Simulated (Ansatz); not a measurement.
in.yaml

```yaml
crystal:
  periodic: [false, false, false]
  atoms:
    - {symbol: P, position_ang: [0.003092, -0.000113, 0.004732]}
    - {symbol: H, position_ang: [0.809432, 0.794028, 0.802080]}
    - {symbol: H, position_ang: [-0.760756, -0.763123, 0.759762]}
    - {symbol: H, position_ang: [-0.858877, 0.787259, -0.831836]}
    - {symbol: H, position_ang: [0.715190, -0.814703, -0.875414]}
basis:
  gaussian: {orbitals: STO-3G}
total_charge: 1
magnetization: {spin_polarized: false}
correlation: {method: ccsdtq, electrons: outside_noble_gas}
output: {forces: true}
```

```sh
$ ansatz run in.yaml --threads 1 --pin off --events-out ev --progress --plain --max-ram 2393MiB
```

Log:

```
201 factors; integrals over basis functions are off by at most 2.2e-8 eV
mean field evaluation 1: about -9225.1770 eV, gradient 2.1e0 eV
mean field evaluation 2: about -9225.1701 eV, gradient 2.0e0 eV
mean field evaluation 4: about -9225.1843 eV, gradient 2.7e-2 eV
mean field evaluation 8: about -9225.1843 eV, gradient 8.1e-7 eV
mean field evaluation 16: about -9225.1843 eV, gradient 4.8e-5 eV
mean field -9225.18434392 eV, -339.0192715846 hartree, gradient 8.1e-7 eV, S^2 0.000000; 1 other end points of the search recorded, 0 dependent functions left out
5 core orbitals not correlated: weight in the atoms' cores, before any rotation towards them, 1.000 or more for the frozen orbitals, at most 0.000 for the correlated occupied ones
reference -9225.18434392 eV, -339.0192715846 hartree; 4, 4 occupied and 4, 4 virtual orbitals, 201 factors
second order -1.28877487 eV of doubles, -0.00000000 eV of singles
cycle   1  -1.70328381 eV  change   -4.1e-1 eV  update   5.2e-2
cycle   2  -1.93946778 eV  change   -2.4e-1 eV  update   2.0e-2
cycle   3  -1.94567327 eV  change   -6.2e-3 eV  update   2.5e-3
cycle   4  -1.94712486 eV  change   -1.5e-3 eV  update   5.4e-4
cycle   5  -1.94683880 eV  change    2.9e-4 eV  update   8.4e-5
cycle   6  -1.94681068 eV  change    2.8e-5 eV  update   2.4e-5
cycle   7  -1.94681558 eV  change   -4.9e-6 eV  update   4.0e-6
cycle   8  -1.94681104 eV  change    4.5e-6 eV  update   9.6e-7
cycle   9  -1.94681217 eV  change   -1.1e-6 eV  update   1.8e-7
cycle  10  -1.94681206 eV  change    1.1e-7 eV  update   4.3e-8
the calculation of the forces begins
Total energy: -9227.13115598 eV, -339.0908156081 hartree
Atom 0 at     0.003092    -0.000113     0.004732 Å, force     0.316372     1.897746    -2.807137 eV/Å
Atom 1 at     0.809432     0.794028     0.802080 Å, force     0.542363     0.433973     0.337740 eV/Å
Atom 2 at    -0.760756    -0.763123     0.759762 Å, force    -1.818754    -1.881094     1.934858 eV/Å
Atom 3 at    -0.858877     0.787259    -0.831836 Å, force     0.471452    -0.206951     0.597314 eV/Å
Atom 4 at     0.715190    -0.814703    -0.875414 Å, force     0.488567    -0.243673    -0.062775 eV/Å
Dipole moment:     0.012522     0.018670    -0.011183 e Å
```

Forces (eV/Å):
```
P    0.316  1.898 -2.807
H    0.542  0.434  0.338
H   -1.819 -1.881  1.935
H    0.471 -0.207  0.597
H    0.489 -0.244 -0.063
```

Ran on 1 thread of Arm Neoverse V2, shared host: 0.66 s wall, 0.08 GiB peak host memory.
